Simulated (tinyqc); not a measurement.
ROHF in the sto-6g basis, for H2O+, spin multiplicity 2, step by step. One step of it, computed by the program tinyqc.

Problem. Iteration 1: building the Fock matrix. J_ij = sum D_kl (ij|kl) with D = D(alpha) + D(beta), K_ij = sum D_kl (ik|jl) for each spin; F = H + J - K(s); E = tr D H + tr D J / 2 - 0.5 sum_s tr D(s) K(s) + E_nn.

D(alpha) at the start, lower triangle:
```
,1O 1s,1O 2s,1O 2px,1O 2py,1O 2pz,2H 1s,3H 1s
1O 1s,1.040279
1O 2s,-0.174546,0.777945
1O 2px,0.000000,0.000000,1.000000
1O 2py,-0.001486,0.005913,0.000000,0.866044
1O 2pz,0.033345,-0.127826,0.000000,0.002559,0.942849
2H 1s,-0.053046,0.160495,0.000000,0.124301,0.059370,0.058790
3H 1s,-0.055500,0.167688,0.000000,-0.125456,0.062095,0.025241,0.063847
```

D(beta) at the start, lower triangle:
```
,1O 1s,1O 2s,1O 2px,1O 2py,1O 2pz,2H 1s,3H 1s
1O 1s,1.040279
1O 2s,-0.174546,0.777945
1O 2px,0.000000,0.000000,0.000000
1O 2py,-0.001486,0.005913,0.000000,0.866044
1O 2pz,0.033345,-0.127826,0.000000,0.002559,0.942849
2H 1s,-0.053046,0.160495,0.000000,0.124301,0.059370,0.058790
3H 1s,-0.055500,0.167688,0.000000,-0.125456,0.062095,0.025241,0.063847
```

core Hamiltonian H = T + V (hartree), lower triangle:
```
,1O 1s,1O 2s,1O 2px,1O 2py,1O 2pz,2H 1s,3H 1s
1O 1s,-32.746758
1O 2s,-7.235837,-8.972100
1O 2px,0.000000,0.000000,-7.244142
1O 2py,0.000228,0.002589,0.000000,-7.313395
1O 2pz,-0.011392,-0.134581,0.000000,0.001295,-7.291505
2H 1s,-0.776618,-1.980577,0.000000,-1.190592,-1.013264,-3.942723
3H 1s,-0.815815,-2.059335,0.000000,1.232062,-1.047017,-0.632892,-3.993032
```

Two-electron integrals (ij|kl) in chemists' order, unique and non-zero (hartree):
```
i,j,k,l,(ij|kl)
1,1,1,1,4.787491
2,1,1,1,0.675884
2,1,2,1,0.121505
2,2,1,1,1.117379
2,2,2,1,0.249212
2,2,2,2,0.817383
3,1,3,1,0.025762
3,2,3,1,0.039145
3,2,3,2,0.180664
3,3,1,1,1.117381
3,3,2,1,0.249212
3,3,2,2,0.817382
3,3,3,3,0.880663
4,1,4,1,0.025762
4,2,4,1,0.039145
4,2,4,2,0.180664
4,3,4,3,0.047461
4,4,1,1,1.117381
4,4,2,1,0.249212
4,4,2,2,0.817382
4,4,3,3,0.785741
4,4,4,4,0.880663
5,1,5,1,0.025762
5,2,5,1,0.039145
5,2,5,2,0.180664
5,3,5,3,0.047461
5,4,5,4,0.047461
5,5,1,1,1.117381
5,5,2,1,0.249212
5,5,2,2,0.817382
5,5,3,3,0.785741
5,5,4,4,0.785741
5,5,5,5,0.880663
6,1,1,1,0.076510
6,1,2,1,0.013200
6,1,2,2,0.026540
6,1,3,3,0.026485
6,1,4,1,0.000499
6,1,4,2,0.000983
6,1,4,4,0.026583
6,1,5,1,0.000413
6,1,5,2,0.000813
6,1,5,4,0.000081
6,1,5,5,0.026552
6,1,6,1,0.001461
6,2,1,1,0.212902
6,2,2,1,0.048281
6,2,2,2,0.178832
6,2,3,3,0.175727
6,2,4,1,0.002991
6,2,4,2,0.023352
6,2,4,4,0.181256
6,2,5,1,0.002475
6,2,5,2,0.019321
6,2,5,4,0.004575
6,2,5,5,0.179512
6,2,6,1,0.005290
6,2,6,2,0.051896
6,3,3,1,0.004994
6,3,3,2,0.029291
6,3,4,3,0.004667
6,3,5,3,0.003861
6,3,6,3,0.006770
6,4,1,1,0.128538
6,4,2,1,0.029526
6,4,2,2,0.116489
6,4,3,3,0.111524
6,4,4,1,0.006529
6,4,4,2,0.043112
6,4,4,4,0.124160
6,4,5,1,0.001269
6,4,5,2,0.011435
6,4,5,4,0.006593
6,4,5,5,0.113784
6,4,6,1,0.003360
6,4,6,2,0.041048
6,4,6,4,0.038776
6,5,1,1,0.106350
6,5,2,1,0.024429
6,5,2,2,0.096381
6,5,3,3,0.092273
6,5,4,1,0.001269
6,5,4,2,0.011435
6,5,4,4,0.095005
6,5,5,1,0.006045
6,5,5,2,0.038752
6,5,5,4,0.006927
6,5,5,5,0.101866
6,5,6,1,0.002780
6,5,6,2,0.033962
6,5,6,4,0.026482
6,5,6,5,0.028680
6,6,1,1,0.400759
6,6,2,1,0.092526
6,6,2,2,0.393944
6,6,3,3,0.380186
6,6,4,1,0.006337
6,6,4,2,0.069996
6,6,4,4,0.404687
6,6,5,1,0.005243
6,6,5,2,0.057913
6,6,5,4,0.020271
6,6,5,5,0.396958
6,6,6,1,0.010190
6,6,6,2,0.155719
6,6,6,4,0.139861
6,6,6,5,0.115718
6,6,6,6,0.774999
7,1,1,1,0.080388
7,1,2,1,0.013869
7,1,2,2,0.027880
7,1,3,3,0.027822
7,1,4,1,-0.000524
7,1,4,2,-0.001032
7,1,4,4,0.027926
7,1,5,1,0.000433
7,1,5,2,0.000853
7,1,5,4,-0.000086
7,1,5,5,0.027893
7,1,6,1,0.001513
7,1,6,2,0.005374
7,1,6,4,0.003151
7,1,6,5,0.002829
7,1,6,6,0.010294
7,1,7,1,0.001613
7,2,1,1,0.221721
7,2,2,1,0.050272
7,2,2,2,0.185975
7,2,3,3,0.182750
7,2,4,1,-0.003117
7,2,4,2,-0.024248
7,2,4,4,0.188497
7,2,5,1,0.002576
7,2,5,2,0.020043
7,2,5,4,-0.004751
7,2,5,5,0.186677
7,2,6,1,0.005327
7,2,6,2,0.042060
7,2,6,4,0.023438
7,2,6,5,0.026782
7,2,6,6,0.099934
7,2,7,1,0.005786
7,2,7,2,0.055876
7,3,3,1,0.005225
7,3,3,2,0.030564
7,3,4,3,-0.004856
7,3,5,3,0.004014
7,3,6,3,0.005273
7,3,7,3,0.007327
7,4,1,1,-0.133251
7,4,2,1,-0.030606
7,4,2,2,-0.120615
7,4,3,3,-0.115451
7,4,4,1,0.006821
7,4,4,2,0.044889
7,4,4,4,-0.128596
7,4,5,1,-0.001319
7,4,5,2,-0.011841
7,4,5,4,0.006852
7,4,5,5,-0.117797
7,4,6,1,-0.003108
7,4,6,2,-0.023296
7,4,6,4,-0.008197
7,4,6,5,-0.014581
7,4,6,6,-0.052248
7,4,7,1,-0.003660
7,4,7,2,-0.044008
7,4,7,4,0.041504
7,5,1,1,0.110147
7,5,2,1,0.025299
7,5,2,2,0.099702
7,5,3,3,0.095433
7,5,4,1,-0.001319
7,5,4,2,-0.011841
7,5,4,4,0.098271
7,5,5,1,0.006316
7,5,5,2,0.040352
7,5,5,4,-0.007202
7,5,5,5,0.105400
7,5,6,1,0.002791
7,5,6,2,0.026684
7,5,6,4,0.014601
7,5,6,5,0.021954
7,5,6,6,0.068479
7,5,7,1,0.003025
7,5,7,2,0.036377
7,5,7,4,-0.028251
7,5,7,5,0.030680
7,6,1,1,0.061266
7,6,2,1,0.014059
7,6,2,2,0.057100
7,6,3,3,0.055736
7,6,4,1,3.84e-06
7,6,4,2,0.000046
7,6,4,4,0.056703
7,6,5,1,0.001075
7,6,5,2,0.010270
7,6,5,4,0.000011
7,6,5,5,0.058862
7,6,6,1,0.001524
7,6,6,2,0.016912
7,6,6,4,0.011736
7,6,6,5,0.012454
7,6,6,6,0.055752
7,6,7,1,0.001601
7,6,7,2,0.017482
7,6,7,4,-0.012042
7,6,7,5,0.012816
7,6,7,6,0.007302
7,7,1,1,0.407032
7,7,2,1,0.093965
7,7,2,2,0.399578
7,7,3,3,0.385432
7,7,4,1,-0.006517
7,7,4,2,-0.071632
7,7,4,4,0.410643
7,7,5,1,0.005387
7,7,5,2,0.059212
7,7,5,4,-0.020840
7,7,5,5,0.402658
7,7,6,1,0.009951
7,7,6,2,0.097457
7,7,6,4,0.051147
7,7,6,5,0.067098
7,7,6,6,0.263659
7,7,7,1,0.010875
7,7,7,2,0.162742
7,7,7,4,-0.145609
7,7,7,5,0.120362
7,7,7,6,0.055752
7,7,7,7,0.774999
```

nuclear repulsion = 6.78969964 hartree

Give: Coulomb J; exchange K(alpha); exchange K(beta); F(alpha); F(beta); total energy of this density.

Solution.

Coulomb J (hartree), lower triangle:
```
,1O 1s,1O 2s,1O 2px,1O 2py,1O 2pz,2H 1s,3H 1s
1O 1s,16.9271
1O 2s,2.9852,7.6940
1O 2px,0.0000,0.0000,7.6280
1O 2py,0.0003,0.0006,0.0000,7.7253
1O 2pz,-0.0077,-0.0154,0.0000,-0.0003,7.7286
2H 1s,0.3270,1.6452,0.0000,1.0627,0.8791,3.6180
3H 1s,0.3436,1.7118,0.0000,-1.1012,0.9101,0.5207,3.6746
```

exchange K(alpha) (hartree), lower triangle:
```
,1O 1s,1O 2s,1O 2px,1O 2py,1O 2pz,2H 1s,3H 1s
1O 1s,4.9037
1O 2s,0.7931,1.3172
1O 2px,0.0000,0.0000,1.1432
1O 2py,-0.0001,0.0019,0.0000,1.1053
1O 2pz,0.0028,-0.0455,0.0000,0.0004,1.1307
2H 1s,0.0908,0.3436,0.0000,0.2072,0.1583,0.2499
3H 1s,0.0954,0.3574,0.0000,-0.2137,0.1643,0.0949,0.2671
```

exchange K(beta) (hartree), lower triangle:
```
,1O 1s,1O 2s,1O 2px,1O 2py,1O 2pz,2H 1s,3H 1s
1O 1s,4.8780
1O 2s,0.7540,1.1366
1O 2px,0.0000,0.0000,0.2625
1O 2py,-0.0001,0.0019,0.0000,1.0578
1O 2pz,0.0028,-0.0455,0.0000,0.0004,1.0832
2H 1s,0.0858,0.3143,0.0000,0.2025,0.1545,0.2431
3H 1s,0.0901,0.3268,0.0000,-0.2089,0.1602,0.0896,0.2598
```

F(alpha) (hartree), lower triangle:
```
,1O 1s,1O 2s,1O 2px,1O 2py,1O 2pz,2H 1s,3H 1s
1O 1s,-20.7234
1O 2s,-5.0437,-2.5954
1O 2px,0.0000,0.0000,-0.7594
1O 2py,0.0007,0.0012,0.0000,-0.6934
1O 2pz,-0.0219,-0.1045,0.0000,0.0005,-0.6935
2H 1s,-0.5404,-0.6790,0.0000,-0.3351,-0.2924,-0.5747
3H 1s,-0.5676,-0.7049,0.0000,0.3446,-0.3011,-0.2071,-0.5855
```

F(beta) (hartree), lower triangle:
```
,1O 1s,1O 2s,1O 2px,1O 2py,1O 2pz,2H 1s,3H 1s
1O 1s,-20.6976
1O 2s,-5.0046,-2.4147
1O 2px,0.0000,0.0000,0.1213
1O 2py,0.0007,0.0012,0.0000,-0.6460
1O 2pz,-0.0219,-0.1045,0.0000,0.0005,-0.6461
2H 1s,-0.5354,-0.6497,0.0000,-0.3304,-0.2886,-0.5679
3H 1s,-0.5624,-0.6744,0.0000,0.3397,-0.2971,-0.2019,-0.5782
```

total energy of this density = -75.005959 hartree
